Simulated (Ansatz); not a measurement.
A calculation with Ansatz (development build ahead of 0.2.0).

```yaml
crystal:
  periodic: [false, false, false]
  atoms:
    - { symbol: C, position_ang: [0.0, 0.0, -1.2058] }
    - { symbol: S, position_ang: [0.0, 0.0, 0.45218] }
basis:
  gaussian: { orbitals: def2-TZVP }
hamiltonian:
  xc: hf
```

The input is written out in the form of the current development build from the run's settings.

The run gave:

| Property | Result |
| --- | --- |
| Converged | yes |
| Total energy | -435.32965 hartree |
| Spin squared of the determinant | 0.000 |
